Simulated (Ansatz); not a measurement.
Rhombohedral A7 As, treated with r²SCAN+rVV10 (Ansatz, a quantum-chemistry and plane-wave program, plane waves, PAW).

Run with plane-wave cutoff 600 eV, 20×20×20 k mesh, Fermi–Dirac smearing 0.073 eV (set by the program), scalar-relativistic PAW data made under PBE.

Computed at the level's own relaxed cell.

```
CELL_PARAMETERS angstrom
      1.87952     1.08514     3.59043
     -1.87952     1.08514     3.59043
      0.00000    -2.17029     3.59043
ATOMIC_POSITIONS crystal
  As 0.22580 0.22580 0.22580
  As 0.77420 0.77420 0.77420
```

Problem. Give the elastic tensor (Voigt notation, GPa, ions relaxed, in the Cartesian axes of the cell as printed).

Solution. 
```
  134.0    49.9    31.7   -23.5     0.0     0.0
   49.9   134.0    31.7    23.5     0.0     0.0
   31.7    31.7    26.4     0.0     0.0     0.0
  -23.5    23.5     0.0    36.8     0.0     0.0
    0.0     0.0     0.0     0.0    36.8   -23.5
    0.0     0.0     0.0     0.0   -23.5    42.1
```

Static lattice: no zero-point or thermal effects.
